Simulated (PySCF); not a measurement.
NaC: script and output

File input.py (PySCF 2.14):

```python
from pyscf import gto, scf
from pyscf.prop.polarizability import uhf as pol

mol = gto.M(
    atom='Na 0 0 0; C 0 0 2.057',
    basis='6-311++g**',
    charge=0,
    spin=3,
    symmetry=True,
    verbose=4,
)
mf = scf.UHF(mol)
mf.kernel()
print('polarizability (a.u.)')
print(pol.Polarizability(mf).polarizability().round(4))
mf.dip_moment()
print('orbital energies (hartree):', [e[max(0, n-3):n+3].round(4) for e, n in zip(mf.mo_energy, mol.nelec)])
```

```bash
$ OMP_NUM_THREADS=1 python input.py
```

Output (some set-up lines and the per-cycle HOMO/LUMO lines with their warnings removed):

```
PySCF version 2.14.0

[INPUT] Symbol           X                Y                Z      unit          X                Y                Z       unit  Magmom
[INPUT]  1 Na     0.000000000000   0.000000000000   0.000000000000 AA    0.000000000000   0.000000000000   0.000000000000 Bohr   0.0
[INPUT]  2 C      0.000000000000   0.000000000000   2.057000000000 AA    0.000000000000   0.000000000000   3.887166638230 Bohr   0.0

nuclear repulsion = 16.9789479439572
point group symmetry = Coov
symmetry origin: [0.         0.         1.37194117]
symmetry axis x: [1. 0. 0.]
symmetry axis y: [0. 1. 0.]
symmetry axis z: [0. 0. 1.]
num. orbitals of irrep A1 = 24
num. orbitals of irrep E1x = 12
num. orbitals of irrep E1y = 12
num. orbitals of irrep E2x = 2
num. orbitals of irrep E2y = 2
number of shells = 24
number of NR pGTOs = 84
number of NR cGTOs = 52
basis = 6-311++g**
ecp = {}

******** <class 'pyscf.scf.uhf_symm.SymAdaptedUHF'> ********
method = SymAdaptedUHF
initial guess = minao
damping factor = 0
level_shift factor = 0
DIIS = <class 'pyscf.scf.diis.CDIIS'>
SCF conv_tol = 1e-09
SCF max_cycles = 50
number electrons alpha = 10  beta = 7
Freeze 0 electrons in irreps []
    17 free electrons in irreps A1 E1x E1y E2x E2y
init E= -199.193424729355

cycle= 1 E= -199.531558918738  delta_E= -0.338  |g|= 0.148  |ddm|= 0.79
cycle= 2 E= -199.567820948056  delta_E= -0.0363  |g|= 0.0842  |ddm|= 0.283
cycle= 3 E= -199.573713610861  delta_E= -0.00589  |g|= 0.0357  |ddm|= 0.107
cycle= 4 E= -199.577285874768  delta_E= -0.00357  |g|= 0.0131  |ddm|= 0.122
cycle= 5 E= -199.577962994523  delta_E= -0.000677  |g|= 0.00529  |ddm|= 0.0697
cycle= 6 E= -199.57806594631  delta_E= -0.000103  |g|= 0.00123  |ddm|= 0.0383
cycle= 7 E= -199.578069309084  delta_E= -3.36e-06  |g|= 0.000503  |ddm|= 0.00614
cycle= 8 E= -199.57806980014  delta_E= -4.91e-07  |g|= 0.000241  |ddm|= 0.0017
cycle= 9 E= -199.578069960272  delta_E= -1.6e-07  |g|= 8.48e-05  |ddm|= 0.000878
cycle= 10 E= -199.578069981267  delta_E= -2.1e-08  |g|= 3.05e-05  |ddm|= 0.000334
cycle= 11 E= -199.578069984829  delta_E= -3.56e-09  |g|= 1.18e-05  |ddm|= 0.000176
cycle= 12 E= -199.578069985414  delta_E= -5.85e-10  |g|= 3.5e-06  |ddm|= 4.82e-05
Extra cycle  E= -199.578069985445  delta_E= -3.12e-11  |g|= 2.14e-06  |ddm|= 8.08e-06
converged SCF energy = -199.578069985445  <S^2> = 3.7562216  2S+1 = 4.0031096
polarizability (a.u.)
Isotropic polarizability 25.7415712549
Polarizability anisotropy 7.12489215692
[[23.3666 -0.     -0.    ]
 [-0.     23.3666 -0.    ]
 [-0.     -0.     30.4915]]
Dipole moment(X, Y, Z, Debye):  0.00000,  0.00000, -7.99737
orbital energies (hartree): [array([-0.3086, -0.2956, -0.2956, -0.0136,  0.0138,  0.0138]), array([-1.5213, -1.5212, -0.4279, -0.0137,  0.0132,  0.0132])]
```

In short: E(SCF) = -199.578070 Eh, 12 cycles, ⟨S²⟩ = 3.756, μz(SCF) = -8.00 D, α(xx, yy, zz) = 23.4, 23.4, 30.5 bohr³.

Run time: 0.79 s on 1 thread of Intel Xeon 6975P-C (shared host).

The bond length is a typed value, not an optimised one. No search for the lowest solution was made.
